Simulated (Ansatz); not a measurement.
`C=CC1CC1` + H₂ → `C1CC1` + `C=C` at 700 K and 1 bar (hydrogenolysis of a C–C bond).

Computed with Ansatz on PBE0-D4/def2-TZVP structures; ΔE is electronic, products minus reactants. CBS: MP2 limit from def2 TZ/QZ plus the TZ coupled-cluster correction, frozen cores. This one scheme is used for every species. Each species was taken in one conformer, which may not be the lowest.

| species | CCSD(T)/CBS energy (Eh) | H − E (kJ/mol) | S (J/(mol·K)) |
| --- | --- | --- | --- |
| `C=CC1CC1` | -195.02564 | 374.8 | 418.4 |
| H₂ | -1.17544 | 46.8 | 155.3 |
| `C1CC1` | -117.73368 | 261.5 | 309.5 |
| `C=C` | -78.48111 | 168.9 | 268.4 |

H − E and S are ideal-gas, rigid-rotor, harmonic terms from PBE0-D4/def2-TZVP, for one conformer and one mirror image of each species. The MP2-based limit puts H₂ 0.8 mEh under its directly extrapolated value; such offsets cancel only in part. 1 Eh = 2625.50 kJ/mol, R = 8.31446 J/(mol·K).

By hand: ΔE, ΔH, ΔS and ΔG.

ΔE = (-117.73368) + (-78.48111) − (-195.02564) − (-1.17544) = -0.01371 Eh = -36.0 kJ/mol. Δ(H − E) = 261.5 + 168.9 − 374.8 − 46.8 = 8.8, so ΔH = -27.2 kJ/mol. ΔS = 309.5 + 268.4 − 418.4 − 155.3 = 4.2 J/(mol·K). ΔG = -27.2 − 700 × (4.2)/1000 = -30.1 kJ/mol.

By hand: the equilibrium constant, and the temperature at which ΔG would vanish if ΔH and ΔS stayed fixed.

log₁₀ K = −ΔG/(RT ln 10) = 2.2. ΔH and −TΔS have one sign here, so there is no such temperature. One of them is within its doubt of zero, so this could turn.

The number of gas molecules stays the same, so ΔS is small and ΔH decides. A doubt of 5 kJ/mol in ΔE shifts log₁₀ K by 0.4 here. Other conformers and mirror images would add mixing entropy, several J/(mol·K) or more a flexible species. These are equilibria of isolated gas molecules and say nothing of rates. Largest T1 diagnostic: 0.011 (customary marks: 0.02 for closed shells, 0.045 for open ones).
